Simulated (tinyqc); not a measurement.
Inside a calculation (part 1 of 2). Method: RHF in the sto-6g basis, for H2O, spin multiplicity 1. Computed by tinyqc, a small Python program that keeps every step (integrals from PySCF). Settings: charge = 0, multiplicity = 1, basis = sto-6g, energy threshold = 1e-10, iteration cap = 54, orthogonalisation = symmetric, start = highest core orbitals, DIIS depth = 0, shift = 0.5, method = RHF. Command: `OMP_NUM_THREADS=1 python tinyqc.py 26494 26495 out.jsonl` (the two numbers bound the seeds that draw the settings). One thread of a shared host (Intel(R) Xeon(R) Processor @ 2.60GHz), about 0.1 s of CPU time with the checks. Later iterations appear only in the table of the cycle.

## One-electron integrals

Geometry (angstrom):

| atom | x | y | z |
|---|---|---|---|
| O | 0.000000 | 0.000000 | 0.000000 |
| H | 0.000000 | 0.909000 | 0.648000 |
| H | 0.000000 | -0.909000 | 0.648000 |

Basis sto-6g: exponents (1/bohr^2) and contraction coefficients of normalised primitives:

| element | l (shell) | exponent | coefficient |
|---|---|---|---|
| O | s (1) | 1355.584234 | 0.009164 |
| O | s (1) | 248.544885 | 0.049361 |
| O | s (1) | 69.533902 | 0.168538 |
| O | s (1) | 23.886772 | 0.370563 |
| O | s (1) | 9.275933 | 0.416492 |
| O | s (1) | 3.820341 | 0.130334 |
| O | s (2) | 52.187762 | -0.013253 |
| O | s (2) | 10.329320 | -0.046992 |
| O | s (2) | 3.210345 | -0.033785 |
| O | s (2) | 1.235135 | 0.250242 |
| O | s (2) | 0.536420 | 0.595117 |
| O | s (2) | 0.245881 | 0.240706 |
| O | p (3) | 52.187762 | 0.003760 |
| O | p (3) | 10.329320 | 0.037679 |
| O | p (3) | 3.210345 | 0.173897 |
| O | p (3) | 1.235135 | 0.418036 |
| O | p (3) | 0.536420 | 0.425860 |
| O | p (3) | 0.245881 | 0.101708 |
| H | s (1) | 35.523221 | 0.009164 |
| H | s (1) | 6.513144 | 0.049361 |
| H | s (1) | 1.822143 | 0.168538 |
| H | s (1) | 0.625955 | 0.370563 |
| H | s (1) | 0.243077 | 0.416492 |
| H | s (1) | 0.100112 | 0.130334 |

Overlap, kinetic and nuclear-attraction integrals over the contracted functions; the nuclear repulsion is the sum of Za Zb / Rab.

nuclear repulsion = 7.87562722 hartree

overlap S, lower triangle:
```
           1O 1s     1O 2s    1O 2px     1O 2py    1O 2pz     2H 1s     3H 1s
1O 1s   1.000000
1O 2s   0.231145  1.000000
1O 2px  0.000000  0.000000  1.000000
1O 2py  0.000000  0.000000  0.000000   1.000000
1O 2pz  0.000000  0.000000  0.000000   0.000000  1.000000
2H 1s   0.038430  0.378960  0.000000   0.271851  0.193795  1.000000
3H 1s   0.038430  0.378960  0.000000  -0.271851  0.193795  0.159706  1.000000
```

kinetic energy T (hartree), lower triangle:
```
            1O 1s     1O 2s    1O 2px     1O 2py    1O 2pz      2H 1s     3H 1s
1O 1s   29.327197
1O 2s   -0.896024  0.842618
1O 2px   0.000000  0.000000  2.531309
1O 2py   0.000000  0.000000  0.000000   2.531309
1O 2pz   0.000000  0.000000  0.000000   0.000000  2.531309
2H 1s   -0.006024  0.064168  0.000000   0.143452  0.102263   0.768522
3H 1s   -0.006024  0.064168  0.000000  -0.143452  0.102263  -0.008541  0.768522
```

nuclear attraction V (hartree), lower triangle:
```
             1O 1s      1O 2s     1O 2px      1O 2py     1O 2pz      2H 1s      3H 1s
1O 1s   -62.206384
1O 2s    -6.370423  -9.943676
1O 2px    0.000000   0.000000  -9.885251
1O 2py    0.000000   0.000000   0.000000  -10.000660
1O 2pz   -0.014019  -0.162471   0.000000    0.000000  -9.943900
2H 1s    -1.210256  -2.885339   0.000000   -1.832133  -1.347185  -5.249330
3H 1s    -1.210256  -2.885339   0.000000    1.832133  -1.347185  -0.935354  -5.249330
```

core Hamiltonian H = T + V (hartree), lower triangle:
```
             1O 1s      1O 2s     1O 2px     1O 2py     1O 2pz      2H 1s      3H 1s
1O 1s   -32.879187
1O 2s    -7.266447  -9.101057
1O 2px    0.000000   0.000000  -7.353942
1O 2py    0.000000   0.000000   0.000000  -7.469352
1O 2pz   -0.014019  -0.162471   0.000000   0.000000  -7.412591
2H 1s    -1.216280  -2.821171   0.000000  -1.688681  -1.244922  -4.480807
3H 1s    -1.216280  -2.821171   0.000000   1.688681  -1.244922  -0.943895  -4.480807
```

## Two-electron integrals

Functions are numbered as in S; the eight-fold symmetry (ij|kl) = (ji|kl) = (kl|ij) leaves the list below.

Two-electron integrals (ij|kl) in chemists' order, unique and non-zero (hartree):
```
(11|11) 4.787491    (21|11) 0.675884    (21|21) 0.121505    (22|11) 1.117379
(22|21) 0.249212    (22|22) 0.817383    (31|31) 0.025762    (32|31) 0.039145
(32|32) 0.180664    (33|11) 1.117381    (33|21) 0.249212    (33|22) 0.817382
(33|33) 0.880663    (41|41) 0.025762    (42|41) 0.039145    (42|42) 0.180664
(43|43) 0.047461    (44|11) 1.117381    (44|21) 0.249212    (44|22) 0.817382
(44|33) 0.785741    (44|44) 0.880663    (51|51) 0.025762    (52|51) 0.039145
(52|52) 0.180664    (53|53) 0.047461    (54|54) 0.047461    (55|11) 1.117381
(55|21) 0.249212    (55|22) 0.817382    (55|33) 0.785741    (55|44) 0.785741
(55|55) 0.880663    (61|11) 0.119629    (61|21) 0.020623    (61|22) 0.041407
(61|33) 0.041319    (61|41) 0.000824    (61|42) 0.001614    (61|44) 0.041494
(61|51) 0.000587    (61|52) 0.001150    (61|54) 0.000125    (61|55) 0.041408
(61|61) 0.003568    (62|11) 0.304720    (62|21) 0.068982    (62|22) 0.252270
(62|33) 0.247990    (62|41) 0.004513    (62|42) 0.033999    (62|44) 0.256504
(62|51) 0.003218    (62|52) 0.024237    (62|54) 0.006069    (62|55) 0.252317
(62|61) 0.011785    (62|62) 0.098955    (63|31) 0.007478    (63|32) 0.042709
(63|43) 0.006935    (63|53) 0.004944    (63|63) 0.013607    (64|11) 0.184614
(64|21) 0.042367    (64|22) 0.165209    (64|33) 0.157890    (64|41) 0.009870
(64|42) 0.063457    (64|44) 0.177122    (64|51) 0.001705    (64|52) 0.014791
(64|54) 0.008766    (64|55) 0.160615    (64|61) 0.007551    (64|62) 0.078765
(64|64) 0.075547    (65|11) 0.131606    (65|21) 0.030202    (65|22) 0.117773
(65|33) 0.112556    (65|41) 0.001705    (65|42) 0.014791    (65|44) 0.116377
(65|51) 0.008694    (65|52) 0.053253    (65|54) 0.009659    (65|55) 0.124385
(65|61) 0.005383    (65|62) 0.056150    (65|64) 0.044155    (65|65) 0.045084
(66|11) 0.464519    (66|21) 0.107110    (66|22) 0.449363    (66|33) 0.431950
(66|41) 0.008645    (66|42) 0.090320    (66|44) 0.466586    (66|51) 0.006163
(66|52) 0.064387    (66|54) 0.024691    (66|55) 0.449552    (66|61) 0.018460
(66|62) 0.228907    (66|64) 0.207674    (66|65) 0.148045    (66|66) 0.774999
(71|11) 0.119629    (71|21) 0.020623    (71|22) 0.041407    (71|33) 0.041319
(71|41) -0.000824   (71|42) -0.001614   (71|44) 0.041494    (71|51) 0.000587
(71|52) 0.001150    (71|54) -0.000125   (71|55) 0.041408    (71|61) 0.003511
(71|62) 0.011361    (71|64) 0.006666    (71|65) 0.005193    (71|66) 0.017596
(71|71) 0.003568    (72|11) 0.304720    (72|21) 0.068982    (72|22) 0.252270
(72|33) 0.247990    (72|41) -0.004513   (72|42) -0.033999   (72|44) 0.256504
(72|51) 0.003218    (72|52) 0.024237    (72|54) -0.006069   (72|55) 0.252317
(72|61) 0.011361    (72|62) 0.077835    (72|64) 0.043217    (72|65) 0.042893
(72|66) 0.144163    (72|71) 0.011785    (72|72) 0.098955    (73|31) 0.007478
(73|32) 0.042709    (73|43) -0.006935   (73|53) 0.004944    (73|63) 0.010286
(73|73) 0.013607    (74|11) -0.184614   (74|21) -0.042367   (74|22) -0.165209
(74|33) -0.157890   (74|41) 0.009870    (74|42) 0.063457    (74|44) -0.177122
(74|51) -0.001705   (74|52) -0.014791   (74|54) 0.008766    (74|55) -0.160615
(74|61) -0.006666   (74|62) -0.043217   (74|64) -0.014343   (74|65) -0.023342
(74|66) -0.073234   (74|71) -0.007551   (74|72) -0.078765   (74|74) 0.075547
(75|11) 0.131606    (75|21) 0.030202    (75|22) 0.117773    (75|33) 0.112556
(75|41) -0.001705   (75|42) -0.014791   (75|44) 0.116377    (75|51) 0.008694
(75|52) 0.053253    (75|54) -0.009659   (75|55) 0.124385    (75|61) 0.005193
(75|62) 0.042893    (75|64) 0.023342    (75|65) 0.033518    (75|66) 0.086362
(75|71) 0.005383    (75|72) 0.056150    (75|74) -0.044155   (75|75) 0.045084
(76|11) 0.093544    (76|21) 0.021387    (76|22) 0.084646    (76|33) 0.082785
(76|44) 0.084507    (76|51) 0.001580    (76|52) 0.014070    (76|55) 0.086646
(76|61) 0.003608    (76|62) 0.032635    (76|64) 0.022602    (76|65) 0.020844
(76|66) 0.078072    (76|71) 0.003608    (76|72) 0.032635    (76|74) -0.022602
(76|75) 0.020844    (76|76) 0.013467    (77|11) 0.464519    (77|21) 0.107110
(77|22) 0.449363    (77|33) 0.431950    (77|41) -0.008645   (77|42) -0.090320
(77|44) 0.466586    (77|51) 0.006163    (77|52) 0.064387    (77|54) -0.024691
(77|55) 0.449552    (77|61) 0.017596    (77|62) 0.144163    (77|64) 0.073234
(77|65) 0.086362    (77|66) 0.289141    (77|71) 0.018460    (77|72) 0.228907
(77|74) -0.207674   (77|75) 0.148045    (77|76) 0.078072    (77|77) 0.774999
```

## Orthogonalisation

S = U s U^T; symmetric (Loewdin) form X = U s^(-1/2) U^T, so that X^T S X = 1.

eigenvalues of S: 0.444885  0.527486  0.892011  1.000000  1.091548  1.312808  1.731261

X, lower triangle:
```
            1O 1s      1O 2s    1O 2px     1O 2py     1O 2pz      2H 1s     3H 1s
1O 1s    1.022312
1O 2s   -0.132282   1.151295
1O 2px   0.000000   0.000000  1.000000
1O 2py   0.000000   0.000000  0.000000   1.073564
1O 2pz  -0.006323   0.065319  0.000000   0.000000   1.032712
2H 1s    0.017227  -0.218019  0.000000  -0.174504  -0.109563   1.122488
3H 1s    0.017227  -0.218019  0.000000   0.174504  -0.109563  -0.053592  1.122488
```

## Starting guess

The start is the highest orbitals of the core Hamiltonian (a deliberately bad start); D = 2 C_occ C_occ^T.

D at the start, lower triangle:
```
            1O 1s      1O 2s    1O 2px     1O 2py     1O 2pz      2H 1s     3H 1s
1O 1s    0.013631
1O 2s   -0.081823   0.598584
1O 2px   0.000000   0.000000  2.000000
1O 2py   0.000000   0.000000  0.000000   2.426885
1O 2pz   0.122103  -0.439823  0.000000   0.000000   1.893736
2H 1s    0.057028  -0.666565  0.000000  -0.785144  -0.373977   2.661366
3H 1s    0.057028  -0.666565  0.000000   0.785144  -0.373977  -0.226772  2.661366
```

## Iteration 1: building the Fock matrix

J_ij = sum D_kl (ij|kl), K_ij = sum D_kl (ik|jl); F = H + J - 0.5 K; E = tr D H + tr D J / 2 - 0.25 tr D K + E_nn.

Coulomb J (hartree), lower triangle:
```
            1O 1s      1O 2s    1O 2px     1O 2py    1O 2pz     2H 1s     3H 1s
1O 1s    8.554286
1O 2s    1.916645   6.625330
1O 2px   0.000000   0.000000  6.565522
1O 2py   0.000000   0.000000  0.000000   6.700845
1O 2pz  -0.022860  -0.003502  0.000000   0.000000  6.609603
2H 1s    0.317965   2.199042  0.000000   1.516389  1.084502  4.737222
3H 1s    0.317965   2.199042  0.000000  -1.516389  1.084502  0.792290  4.737222
```

exchange K (hartree), lower triangle:
```
            1O 1s      1O 2s    1O 2px     1O 2py    1O 2pz     2H 1s     3H 1s
1O 1s    0.176449
1O 2s    0.239070   1.283550
1O 2px   0.000000   0.000000  1.994896
1O 2py   0.000000   0.000000  0.000000   2.096463
1O 2pz  -0.028016  -0.571152  0.000000   0.000000  1.848299
2H 1s    0.043854   0.449504  0.000000   0.506016  0.194837  1.605110
3H 1s    0.043854   0.449504  0.000000  -0.506016  0.194837  0.170534  1.605110
```

Fock matrix F (hartree), lower triangle:
```
             1O 1s      1O 2s     1O 2px     1O 2py     1O 2pz      2H 1s      3H 1s
1O 1s   -24.413125
1O 2s    -5.469337  -3.117502
1O 2px    0.000000   0.000000  -1.785868
1O 2py    0.000000   0.000000   0.000000  -1.816738
1O 2pz   -0.022870   0.119602   0.000000   0.000000  -1.727138
2H 1s    -0.920242  -0.846881   0.000000  -0.425300  -0.257838  -0.546141
3H 1s    -0.920242  -0.846881   0.000000   0.425300  -0.257838  -0.236873  -0.546141
```

total energy of this density = -28.19831567 hartree

## Iteration 1: diagonalisation and new density

A level shift of 0.5 hartree raises the virtual space: F + shift (S - S D(s) S), with D(s) the density of one spin (D/2). Diagonalise F' = X^T F X, C = X C', fill 5 alpha and 5 beta electrons from the bottom; D = 2 C_occ C_occ^T. Each column has its largest component positive (the first on a tie).

F' = X^T F X (hartree), lower triangle:
```
            1          2          3          4          5          6          7
1  -23.647573
2   -2.417339  -1.759640
3    0.000000   0.000000  -1.785868
4    0.000000   0.000000   0.000000  -1.793993
5   -0.056949   0.306591   0.000000   0.000000  -1.660917
6   -0.176794  -0.226278   0.000000  -0.159063  -0.074320  -0.246345
7   -0.176794  -0.226278   0.000000   0.159063  -0.074320  -0.057068  -0.246345
```

orbital energies (hartree): MO1 -23.914794, MO2 -1.906137, MO3 -1.824929, MO4 -1.785868, MO5 -1.338892, MO6 -0.211720, MO7 -0.158340

coefficients C:
```
              MO1        MO2        MO3       MO4        MO5        MO6        MO7
1O 1s    1.002107   0.146558   0.000000  0.000000  -0.179605   0.072790   0.000000
1O 2s   -0.010071  -0.661248   0.000000  0.000000   0.809719  -0.591029   0.000000
1O 2px   0.000000   0.000000   0.000000  1.000000   0.000000   0.000000   0.000000
1O 2py   0.000000   0.000000   1.029929  0.000000   0.000000   0.000000  -0.390754
1O 2pz   0.000090   0.766770   0.000000  0.000000   0.649409  -0.291786   0.000000
2H 1s    0.002395   0.004983  -0.059573  0.000000  -0.025803   0.793981   0.847635
3H 1s    0.002395   0.004983   0.059573  0.000000  -0.025803   0.793981  -0.847635
```

D after iteration 1, lower triangle:
```
            1O 1s      1O 2s    1O 2px     1O 2py     1O 2pz      2H 1s     3H 1s
1O 1s    2.115911
1O 2s   -0.504866   2.185988
1O 2px   0.000000   0.000000  2.000000
1O 2py   0.000000   0.000000  0.000000   2.121508
1O 2pz  -0.008342   0.037626  0.000000   0.000000   2.019338
2H 1s    0.015530  -0.048425  0.000000  -0.122711  -0.025873   0.008491
3H 1s    0.015530  -0.048425  0.000000   0.122711  -0.025873  -0.005705  0.008491
```

## Iteration 2: building the Fock matrix

As before.

Coulomb J (hartree), lower triangle:
```
            1O 1s      1O 2s    1O 2px     1O 2py    1O 2pz     2H 1s     3H 1s
1O 1s   18.602678
1O 2s    3.348147   8.785936
1O 2px   0.000000   0.000000  8.786159
1O 2py   0.000000   0.000000  0.000000   8.786788
1O 2pz   0.000279  -0.003519  0.000000   0.000000  8.784855
2H 1s    0.571383   2.629334  0.000000   1.691158  1.204320  4.515398
3H 1s    0.571383   2.629334  0.000000  -1.691158  1.204320  0.864046  4.515398
```

exchange K (hartree), lower triangle:
```
            1O 1s     1O 2s    1O 2px     1O 2py    1O 2pz     2H 1s     3H 1s
1O 1s    9.874243
1O 2s    1.587551  2.838692
1O 2px   0.000000  0.000000  2.356159
1O 2py   0.000000  0.000000  0.000000   2.370932
1O 2pz  -0.000626  0.001965  0.000000   0.000000  2.356876
2H 1s    0.293125  0.821133  0.000000   0.419702  0.313780  0.421628
3H 1s    0.293125  0.821133  0.000000  -0.419702  0.313780  0.217086  0.421628
```

Fock matrix F (hartree), lower triangle:
```
             1O 1s      1O 2s    1O 2px     1O 2py     1O 2pz      2H 1s      3H 1s
1O 1s   -19.213630
1O 2s    -4.712076  -1.734467
1O 2px    0.000000   0.000000  0.254137
1O 2py    0.000000   0.000000  0.000000   0.131970
1O 2pz   -0.013426  -0.166973  0.000000   0.000000   0.193826
2H 1s    -0.791459  -0.602404  0.000000  -0.207374  -0.197492  -0.176224
3H 1s    -0.791459  -0.602404  0.000000   0.207374  -0.197492  -0.188392  -0.176224
```

total energy of this density = -74.43945839 hartree

## Iteration 2: diagonalisation and new density

As before.

F' = X^T F X (hartree), lower triangle:
```
            1          2         3          4          5          6         7
1  -18.886845
2   -2.466740  -0.703337
3    0.000000   0.000000  0.254137
4    0.000000   0.000000  0.000000   0.317522
5   -0.020192  -0.022304  0.000000   0.000000   0.283285
6   -0.103418  -0.431370  0.000000  -0.349401  -0.252603   0.605044
7   -0.103418  -0.431370  0.000000   0.349401  -0.252603  -0.080780  0.605044
```

orbital energies (hartree): MO1 -19.218153, MO2 -0.696162, MO3 -0.025654, MO4 0.169581, MO5 0.254137, MO6 0.962100, MO7 1.029000

coefficients C:
```
              MO1        MO2        MO3        MO4       MO5        MO6        MO7
1O 1s    0.995992  -0.225520   0.000000   0.091864  0.000000   0.109341   0.000000
1O 2s    0.017912   0.868370   0.000000  -0.447255  0.000000  -0.698487   0.000000
1O 2px   0.000000   0.000000   0.000000   0.000000  1.000000   0.000000   0.000000
1O 2py   0.000000   0.000000   0.740992   0.000000  0.000000   0.000000   0.815091
1O 2pz   0.002040   0.177948   0.000000   0.843663  0.000000  -0.592765   0.000000
2H 1s   -0.003288   0.144682   0.331051   0.208473  0.000000   0.752793  -0.782585
3H 1s   -0.003288   0.144682  -0.331051   0.208473  0.000000   0.752793   0.782585
```

D after iteration 2, lower triangle:
```
            1O 1s      1O 2s    1O 2px     1O 2py    1O 2pz      2H 1s     3H 1s
1O 1s    2.102597
1O 2s   -0.438162   1.908850
1O 2px   0.000000   0.000000  2.000000
1O 2py   0.000000   0.000000  0.000000   1.098139
1O 2pz   0.078807  -0.445543  0.000000   0.000000  1.486875
2H 1s   -0.033504   0.064676  0.000000   0.490612  0.403241   0.347999
3H 1s   -0.033504   0.064676  0.000000  -0.490612  0.403241  -0.090380  0.347999
```

## Iteration 25 (converged): orbitals

converged F (hartree), lower triangle:
```
             1O 1s      1O 2s     1O 2px     1O 2py     1O 2pz      2H 1s      3H 1s
1O 1s   -20.516902
1O 2s    -4.963270  -2.300498
1O 2px    0.000000   0.000000  -0.389369
1O 2py    0.000000   0.000000   0.000000  -0.232998
1O 2pz   -0.024449  -0.066566   0.000000   0.000000  -0.272790
2H 1s    -0.832493  -0.771945   0.000000  -0.361469  -0.305011  -0.402816
3H 1s    -0.832493  -0.771945   0.000000   0.361469  -0.305011  -0.223841  -0.402816
```

Diagonalise F' = X^T F X, C = X C', fill 5 alpha and 5 beta electrons from the bottom; D = 2 C_occ C_occ^T. Each column has its largest component positive (the first on a tie).

F' = X^T F X (hartree), lower triangle:
```
            1          2          3          4          5          6          7
1  -20.192170
2   -2.501161  -1.270455
3    0.000000   0.000000  -0.389369
4    0.000000   0.000000   0.000000  -0.008567
5   -0.044337   0.096456   0.000000   0.000000  -0.163335
6   -0.112224  -0.395696   0.000000  -0.398023  -0.284184  -0.024439
7   -0.112224  -0.395696   0.000000   0.398023  -0.284184  -0.059435  -0.024439
```

orbital energies (hartree): MO1 -20.519845, MO2 -1.207790, MO3 -0.550097, MO4 -0.428376, MO5 -0.389369, MO6 0.446177, MO7 0.576525

coefficients C:
```
              MO1        MO2        MO3        MO4       MO5        MO6        MO7
1O 1s    0.996861  -0.228385   0.000000   0.083292  0.000000  -0.102106   0.000000
1O 2s    0.014172   0.894583   0.000000  -0.458707  0.000000   0.656825   0.000000
1O 2px   0.000000   0.000000   0.000000   0.000000  1.000000   0.000000   0.000000
1O 2py   0.000000   0.000000   0.602564   0.000000  0.000000   0.000000   0.922149
1O 2pz   0.002248   0.078730   0.000000   0.760092  0.000000   0.714748   0.000000
2H 1s   -0.002751   0.138461   0.450804   0.330544  0.000000  -0.708988  -0.720285
3H 1s   -0.002751   0.138461  -0.450804   0.330544  0.000000  -0.708988   0.720285
```

D after iteration 25, lower triangle:
```
            1O 1s      1O 2s    1O 2px     1O 2py    1O 2pz      2H 1s     3H 1s
1O 1s    2.105657
1O 2s   -0.456777   2.021781
1O 2px   0.000000   0.000000  2.000000
1O 2py   0.000000   0.000000  0.000000   0.726168
1O 2pz   0.095140  -0.556394  0.000000   0.000000  1.167886
2H 1s   -0.013666  -0.055595  0.000000   0.543276  0.524278   0.663324
3H 1s   -0.013666  -0.055595  0.000000  -0.543276  0.524278  -0.149571  0.663324
```
